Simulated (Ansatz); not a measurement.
**CH4AlN: up Jacob's ladder to CCSD(T)**

One table from this session's results is given with a row withheld; the runs are named, their logs left out.

Program: Ansatz 0.2.0, Gaussian basis. Level of theory: functionals in def2-TZVPP, the program's frozen cores in correlated methods. These are calculated values, not measurements.

Plan: LDA (SPW92), PBE-D4, revPBE-D4, BLYP-D4, r2SCAN-D4, B97M-V, PBE0-D4, B3LYP-D4, r2SCANh-D4, r2SCAN0-D4, HSE06-D4, BHLYP-D4, CAM-B3LYP-D4, LC-ωPBE, ωB97X-V, ωB97M-V, B2PLYP, PBE-QIDH; CCSD(T)/def2-SVP; CCSD(T)/def2-TZVPP; MP2/def2-QZVPP; extrapolation to the limit; RPA on PBE.

### Structure used throughout

The geometry comes from an earlier relaxation with PBE0-D4 in a triple-zeta def2 set; it is a stationary point, not always the lowest conformer.

7 atoms, charge 0, spin multiplicity 1.

Atoms are counted from 1 here; the program's logs count them from 0.

Bond lengths: C1–N2 1.242 Å, C1–H4 1.101 Å, C1–H5 1.101 Å, N2–Al3 1.748 Å, Al3–H6 1.580 Å, Al3–H7 1.580 Å. Angles: N2–C1–H4 122.5°, N2–C1–H5 122.5°, H4–C1–H5 115.0°, C1–N2–Al3 179.9°, N2–Al3–H6 117.2°, N2–Al3–H7 117.2°, H6–Al3–H7 125.6°.

Set-up of the first run:

in.yaml

```yaml
crystal:
  periodic: [false, false, false]
  atoms:
    - {symbol: C, position_ang: [-1.225957, -0.193116, -0.831600]}
    - {symbol: N, position_ang: [-0.201265, -0.041769, -0.145874]}
    - {symbol: Al, position_ang: [1.241518, 0.173073, 0.817604]}
    - {symbol: H, position_ang: [-2.036361, -0.879542, -0.541079]}
    - {symbol: H, position_ang: [-1.391737, 0.349167, -1.775412]}
    - {symbol: H, position_ang: [1.210180, 1.301304, 1.922718]}
    - {symbol: H, position_ang: [2.464722, -0.777217, 0.507942]}
basis:
  gaussian: {orbitals: def2-TZVPP}
hamiltonian: {xc: lda}
output: {orbitals: {seedname: orbitals}}
```

Command:

```console
$ ansatz run in.yaml --threads 2 --pin off --events-out ev --progress --plain --max-ram 4352MiB
```

Among the steps run: LDA; PBE-D4 (GGA); revPBE-D4 (GGA); BLYP-D4 (GGA); r2SCAN-D4 (meta-GGA); B97M-V (meta-GGA); B3LYP-D4 (hybrid); r2SCANh-D4 (hybrid); r2SCAN0-D4 (hybrid); HSE06-D4 (hybrid); BHLYP-D4 (hybrid); CAM-B3LYP-D4 (range-separated); LC-ωPBE (range-separated); ωB97X-V (range-separated); ωB97M-V (range-separated); B2PLYP (double hybrid); PBE-QIDH (double hybrid).

One of the session's tables, all rows but one given; the rest of the session is left out.

It belongs to the step «Frontier levels by functional». 

```
  functional  HOMO (eV)  gap (eV)
 LDA (SPW92)      -5.68      3.34
      PBE-D4          ?         ?
   revPBE-D4      -5.50      3.50
     BLYP-D4      -5.45      3.50
   r2SCAN-D4      -5.75      3.91
      B97M-V      -5.88      4.13
     PBE0-D4      -6.78      5.86
    B3LYP-D4      -6.58      5.41
  r2SCANh-D4      -6.22      4.81
  r2SCAN0-D4      -6.93      6.16
    HSE06-D4      -6.38      5.07
    BHLYP-D4      -7.97      7.96
CAM-B3LYP-D4      -8.15      8.31
     LC-ωPBE      -9.48     10.70
     ωB97X-V      -9.14     10.26
     ωB97M-V      -9.07      9.91
```

**Question.** Estimate the row for PBE-D4.

**Answer.** HOMO (eV): -5.56; gap (eV): 3.46. In the column «HOMO (eV)» it lies between LDA (SPW92) (-5.68) and revPBE-D4 (-5.50).
